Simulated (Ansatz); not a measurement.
1T (CdI2-type) HfS₂, treated with PBE-D4 (plane waves, PAW; Ansatz, a first-principles code).

Run with plane-wave cutoff 520 eV, 12×12×6 k mesh (along the axes of the cell as run), perturbation theory, scalar-relativistic PAW data made under PBE.

Cell (relaxed at this level):

```cif
data_HfS2
_chemical_formula_sum 'Hf1 S2'
_space_group_name_H-M_alt 'P 1'
_space_group_IT_number 1
_cell_length_a 3.61615
_cell_length_b 3.61615
_cell_length_c 5.86146
_cell_angle_alpha 90.000
_cell_angle_beta 90.000
_cell_angle_gamma 120.000
loop_
_space_group_symop_operation_xyz
  'x, y, z'
loop_
_atom_site_label
_atom_site_type_symbol
_atom_site_fract_x
_atom_site_fract_y
_atom_site_fract_z
_atom_site_occupancy
Hf1 Hf 0.00000 0.00000 0.00000 1
S1 S 0.33333 0.66667 0.24802 1
S2 S 0.66667 0.33333 0.75198 1
```

Predict the electronic dielectric constant ε∞ (mean over three axes) and dielectric constant ε0 (ions relaxed) (mean over three axes).


* **electronic dielectric constant ε∞ (mean over three axes)**: 8.71
* **dielectric constant ε0 (ions relaxed) (mean over three axes)**: 30.1

Note: the dispersion coefficients are held fixed in the derivatives.

Spin–orbit coupling is not included.
